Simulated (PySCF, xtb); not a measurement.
hydrogen fluoride (FH), SMILES F.

Harmonic wavenumbers (cm⁻¹) from GFN2-xTB (xtb 6.7.1) at its own minimum, in rising order: 3760.

Task: What does B3LYP-D3(BJ)/def2-TZVPD (PySCF) give at its own minimum? (An estimate is asked for; the answer gives what the named calculation found.)

Result: 4068. Paired by order, the mean absolute difference is 308 cm⁻¹ and the zero-point energies are 5.4 and 5.8 kcal/mol.
